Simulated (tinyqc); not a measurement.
Inside a calculation. Method: Hueckel theory of the pi electrons, for the molecule C=CC=CC=C (SMILES; centres numbered as the heavy atoms are written). One step of it, computed by the program tinyqc.

Problem. Energy, charges, bond orders. E = sum n x; q_r = z_r - P_rr; bond order p = P_rs; free valence = sqrt(3) - sum of p over the bonds of the atom.

x values: [1.801938, 1.246980, 0.445042, -0.445042, -1.246980, -1.801938]

occupations: [2.000000, 2.000000, 2.000000, 0.000000, 0.000000, 0.000000]

charge and bond-order matrix P, order 1C, 2C, 3C, 4C, 5C, 6C:
```
[[1.000000, 0.871119, 0.000000, -0.387685, 0.000000, 0.301417],
 [0.871119, 1.000000, 0.483435, 0.000000, -0.086268, 0.000000],
 [0.000000, 0.483435, 1.000000, 0.784851, 0.000000, -0.387685],
 [-0.387685, 0.000000, 0.784851, 1.000000, 0.483435, 0.000000],
 [0.000000, -0.086268, 0.000000, 0.483435, 1.000000, 0.871119],
 [0.301417, 0.000000, -0.387685, 0.000000, 0.871119, 1.000000]]
```

Centres:
```
centre  z_r, pi electrons of the neutral centre         h
1C                                            1  0.000000
2C                                            1  0.000000
3C                                            1  0.000000
4C                                            1  0.000000
5C                                            1  0.000000
6C                                            1  0.000000
```

Bonds:
```
i  j  k
1  2  1
2  3  1
3  4  1
4  5  1
5  6  1
```

Give: pi energy = 6 alpha + this times beta; pi charges; Bond orders and lengths from R = 1.517 - 0.180 p; free valence of the carbons; gap between the highest filled and the next level.

Solution.

pi energy = 6 alpha + this times beta = 6.988

pi charges: [0.000, 0.000, 0.000, 0.000, 0.000, 0.000]

Bond orders and lengths from R = 1.517 - 0.180 p (angstrom, C-C alone):
```
bond      p      R
1-2   0.871  1.360
2-3   0.483  1.430
3-4   0.785  1.376
4-5   0.483  1.430
5-6   0.871  1.360
```

free valence of the carbons: [0.861, 0.377, 0.464, 0.464, 0.377, 0.861]

gap between the highest filled and the next level = 0.890 |beta|
